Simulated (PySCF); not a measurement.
PN.
Numbering: `[N:1]#[P:2]`

Linear response at CAM-B3LYP/def2-SVPD (PySCF, frozen core in the response, non-relativistic). Isolated species at its PBE0-D3(BJ)/def2-SVP geometry, gas phase.

Static isotropic polarisability: 25.86 au (3.83 Å³), principal values 21.7, 21.7, 34.2 au.

**Question.** What is the polarisability at 1064 nm and at the sodium D line?

**Answer.** 26.10 au at 1064 nm (+1.0 %), 26.69 au at 589.3 nm (+3.2 %). The rise at 589.3 nm is 3.36 times that at 1064 nm; a pure ω² law gives 3.26. The lowest singlet lies at 266 nm, shorter than both wavelengths.

**Question.** What is the isotropic C6 coefficient between two such molecules, C6 = (3/π)∫α(iω)² dω?

**Answer.** 244.6 au (Eh·bohr⁶) by a ten-point quadrature over imaginary frequencies, which is 146 eV·Å⁶ or 14.1 J·nm⁶/mol.

**Question.** Which effective excitation energy ω̄ makes London's formula C6 = (3/4)α²ω̄ exact here?

**Answer.** ω̄ = 4·C6/(3α²) = 0.488 Eh = 13.3 eV. A one-pole form α(ω) = α/(1 − ω²/ω̄²) fitted to the 1064 nm value gives 12.0 eV. London's choice of the ionisation energy (11.92 eV, ΔSCF at the same level) gives C6 = 220 au, 10 % too low.

**Question.** What three-body coefficient follows from the one-pole estimate C9 = (3/4)·α·C6?

**Answer.** 4740 au. This is an estimate from the two numbers above, not a computed integral.

**Question.** The lowest 6 singlets have (eV, f): 4.66, 0.000; 5.12, 0.000; 5.12, 0.000; 5.21, 0.003; 5.21, 0.003; 8.10, 0.123. What share of the static polarisability do they carry in the sum over states α = Σ f/ω²?

**Answer.** 1.54 au, 5.9 % of α; the largest term, 1.39 au, is that of the state at 8.10 eV. Their oscillator strengths add up to 0.13. Higher states carry the rest.

**Question.** How many electrons N does the Slater–Kirkwood formula C6 = (3/4)·√N·α^(3/2) need to give this C6?

**Answer.** N = (4·C6/3)²/α³ = 6.2; the species has 22 electrons in all.

**Question.** What does −C6/R⁶ come to at R = 10 Å between centres?

**Answer.** -14 J/mol. This is the leading, orientation-averaged term; C8 and higher terms are left out.

**Question.** How anisotropic is the static polarisability, by Δα² = ½[(α1 − α2)² + (α2 − α3)² + (α3 − α1)²]?

**Answer.** Δα = 12.6 au, or 0.49 of the isotropic value.

**Question.** What molar refraction at the D line follows from R = (4π/3)·N_A·α′, with α′ the polarisability volume?

**Answer.** α′ = 3.95 Å³ gives R = 9.98 cm³/mol, for isolated, non-vibrating species.
